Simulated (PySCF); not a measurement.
**AlClH₂S, a complex of two parts: interaction energy**

The task here is to estimate one member of a computed series from the others.

Programs: PySCF 2.14.0. All values are calculated, for the isolated system unless a continuum is named. Atoms count from 0, parts from 1.

## The system as given

5 atoms, charge 0, multiplicity 1; geometry: GFN2-xTB. Parts: 1 = atoms 0–1, `[Al][Cl]`, charge 0; 2 = atoms 2–4, `S`, charge 0.

Set-up of the first run:

What the job is given:

```
{"job": {"xc": "PBE0", "basis": "def2-TZVPD", "d3": "d3bj", "grid": 3, "kind": "geom", "shake": 0.01}, "charge": 0, "multiplicity": 1, "parts": [{"atoms": "0-1", "charge": 0, "multiplicity": 1}, {"atoms": "2-4", "charge": 0, "multiplicity": 1}]}
Al    -0.938678     0.144947    -0.545752
Cl     0.857904    -0.008052     0.377315
S     -2.116116    -1.498465     2.041571
H     -1.300961    -0.673973     2.759885
H     -1.079391    -2.315113     1.785889
```

Command:

```bash
$ OMP_NUM_THREADS=1 python cluster_run.py task.json out
```

This one command runs all jobs of the session in turn.

Among the steps run: Relaxing the molecule at PBE0-D3(BJ)/def2-TZVPD; Coupled-cluster interaction energy: CCSD(T) and MP2, 3.15 Å; Coupled-cluster interaction energy: CCSD(T) and MP2, 3.30 Å; Coupled-cluster interaction energy: CCSD(T) and MP2, 3.46 Å; Coupled-cluster interaction energy: CCSD(T) and MP2, 2.99 Å; Coupled-cluster interaction energy: CCSD(T) and MP2, 3.93 Å; Coupled-cluster interaction energy: CCSD(T) and MP2, 2.83 Å; Coupled-cluster interaction energy: CCSD(T) and MP2, 4.72 Å; Coupled-cluster interaction energy: CCSD(T) and MP2, 6.29 Å.

One of the session's tables, all rows but one given; the rest of the session is left out.

It belongs to the step «Coupled-cluster interaction energy: CCSD(T) and MP2, 6.29 Å». 

| method | interaction energy (kcal/mol) |
| --- | --- |
| HF/aug-cc-pVDZ | ? |
| MP2/aug-cc-pVDZ | -0.33 |
| CCSD/aug-cc-pVDZ | -0.30 |
| CCSD(T)/aug-cc-pVDZ | -0.31 |
| HF/aug-cc-pVQZ | -0.24 |
| MP2/aug-cc-pVQZ | -0.33 |
| SCS-MP2/aug-cc-pVQZ | -0.30 |
| MP2, extrapolated | -0.33 |
| CCSD(T), limit estimate | -0.31 |

Q: Estimate the row for HF/aug-cc-pVDZ from the others.

**Answer.** interaction energy (kcal/mol): -0.25. In the column «interaction energy (kcal/mol)» it lies between SCS-MP2/aug-cc-pVQZ (-0.30) and HF/aug-cc-pVQZ (-0.24).
